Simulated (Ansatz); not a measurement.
**SiH2Cl (chlorosilyl radical): methods side by side**

SiH2Cl: 4 atoms, total charge 0, spin state doublet. As SMILES, `[SiH2]Cl`. The shape is that of a GFN2-xTB optimisation.

```xyz
4

Si   -0.2836    0.2377    0.1316
Cl    1.5977   -0.0596    0.8111
H    -1.0650   -0.9783    0.2633
H    -0.2491    0.8002   -1.2060
```

Quantity: the energy change with the Si1–H4 bond stretched from 1.451 to 1.814 Å, in eV. The values are calculated.

```
           level                    kind  program  value (eV)  less FCI/STO-3G  CPU time (all runs)
   USVWN5/STO-3G                     LDA   Ansatz        0.93            -0.06                1.8 s
 U-revPBE/STO-3G                     GGA   Ansatz        0.87            -0.12                3.3 s
    UBLYP/STO-3G                     GGA   Ansatz        0.85            -0.14                3.2 s
    UPBE0/STO-3G           global hybrid   Ansatz        1.05            +0.06                3.3 s
U-wB97M-V/STO-3G  range-separated hybrid   Ansatz        1.07            +0.08                 32 s
  UB2PLYP/STO-3G           double hybrid   Ansatz        1.08            +0.09                  4 s
     UMP2/STO-3G     perturbation theory   Ansatz        1.18            +0.19               0.37 s
 UBCCD(T)/STO-3G   coupled cluster or CI   Ansatz        0.99             0.00               0.66 s
      FCI/STO-3G      exact in the basis   Ansatz        0.99             0.00               0.76 s
```

FCI/STO-3G is exact within its basis and frozen core, so for wave-function methods in that basis the difference is their error; functionals converge differently with the basis, so for them it is only a difference. The first shape isn't each level's own minimum. The values span 0.85 to 1.18 eV. All rows use very small basis sets, so even the best lies far from the true value. Times are those of the runs behind each value, whatever else they computed, on shared processors of several kinds: orders of magnitude only.
